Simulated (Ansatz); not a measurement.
H₂O: state-averaged CASSCF

Calculated in Ansatz's Gaussian-basis code. State-averaged CASSCF with equal weights; occupations are averaged over the states; levels count from the state that is lowest in CASSCF. No symmetry is imposed, so a solution can break that of the shape. No proof that the lowest CASSCF solution was found.

Geometry:

```xyz
3

O     0.0000    0.0000   -0.1197
H     0.0000    0.7542    0.4786
H     0.0000   -0.7542    0.4786
```

Basis cc-pVDZ, nonrelativistic, 1 orbital frozen in the corrections; active space CAS(8,6). Averaged: 2 singlets.

CASSCF levels: singlet 0.00, singlet 7.79 eV.

Question: How does SC-NEVPT2 move them?

Answer: singlet 0.00, singlet 8.26 eV, in the same order of listing. The lowest state stays.
